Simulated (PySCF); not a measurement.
A GIAO shielding run with PySCF 2.14 (density fitting, non-relativistic, gas phase) on SMILES O[N+](=O)[O-], HNO₃:

```
$ OMP_NUM_THREADS=1 python probes_run.py task.json out

{"job": {"kind": "nmr", "xc": "PBE0", "basis": "pcSseg-1"}, "charge": 0, "multiplicity": 1}
O     -0.391800     0.936591    -0.799570
N     -0.444350    -0.039437    -0.128933
O     -1.338909    -0.771288     0.080610
O      0.739121    -0.380304     0.517628
H      1.444560     0.257291     0.313080
```

Hardware: 1 thread of an x86-64 server CPU, shared host. The job also computes population analyses, field gradients.

**Question.** How large is the calculation?

**Answer.** 32 electrons, 73 basis functions and 377 auxiliary functions.

**Question.** How long does it take?

**Answer.** 8.7 s of wall time, with 16 SCF cycles and 5 response iterations. Times on a shared host scatter by some tens of per cent.

**Question.** And these other runs on the same molecule and hardware: spin–spin coupling at B3LYP/pcJ-1?

**Answer.** B3LYP/pcJ-1: 118 functions, 7.1 s.
